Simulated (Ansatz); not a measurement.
A nudged elastic band was laid between two geometries of C$_{2}$H$_{7}$NO (11 atoms, charge 0, multiplicity 1).

These are results of RKS PBE/6-31G (Ansatz), not measurements.

```yaml
movable_images: 5
climbing_image: yes
spring: 5.0 eV/Å²
optimiser: quadratic models (default)
start_path: IDPP
force_threshold: 0.5 eV/Å
iteration_limit: 60
end_points: relaxed
```

First end point:

```xyz
11
Properties=species:S:1:pos:R:3
C -0.560 1.400 0.001
O -0.776 0.189 0.775
C 0.337 -0.792 0.621
N 0.515 -1.375 -0.670
H -0.511 1.197 -1.088
H -1.421 2.053 0.203
H 0.372 1.923 0.304
H 0.066 -1.563 1.357
H 1.283 -0.301 0.924
H -0.243 -1.952 -1.026
H 1.004 -0.836 -1.380
```

Last end point:

```xyz
11
Properties=species:S:1:pos:R:3
C -0.799 1.189 -0.468
O -1.074 -0.025 0.283
C 0.166 -0.662 0.811
N 1.082 -1.190 -0.148
H -1.775 1.585 -0.784
H -0.283 1.951 0.156
H -0.181 0.994 -1.368
H -0.240 -1.468 1.439
H 0.699 0.075 1.444
H 0.755 -1.959 -0.727
H 1.715 -0.548 -0.617
```

Which bonds break or form, and what moves?

No bond is made or broken. The dihedral H7–C1–O2–C3 goes from -60 to 62°. The two ends are copies of one structure, up to a mirror image or an exchange of like atoms.

What energy profile does the band end with?

The run converged. The highest image is number 3 of 0 to 6, 0.100 eV above the ends, which have the same energy within 2 meV. The threshold of 0.5 eV/Å is loose, so the images may lie well off the minimum-energy path. The order of the stationary point at the top wasn't checked. Limits of this set-up: no polarisation functions.

| image | path coordinate (Å) | energy (eV) | dihedral H7–C1–O2–C3 (°) |
| --- | --- | --- | --- |
| 0 | 0.00 | 0.000 | -60 |
| 1 | 0.57 | 0.022 | -42 |
| 2 | 1.13 | 0.073 | -21 |
| 3 | 1.70 | 0.100 | 2 |
| 4 | 2.26 | 0.070 | 25 |
| 5 | 2.83 | 0.021 | 45 |
| 6 | 3.39 | 0.000 | 62 |

What is the geometry of the highest image?


```xyz
11
Properties=species:S:1:pos:R:3
C -0.765 1.294 -0.307
O -1.006 0.044 0.402
C 0.218 -0.728 0.753
N 0.966 -1.285 -0.326
H -1.306 1.275 -1.270
H -1.151 2.138 0.297
H 0.303 1.494 -0.531
H -0.187 -1.531 1.386
H 0.890 -0.088 1.359
H 0.498 -1.983 -0.901
H 1.605 -0.688 -0.843
```

Run time: 29 s on 1 thread of Arm Neoverse V2, on a shared host, peak memory 0.099 GiB.
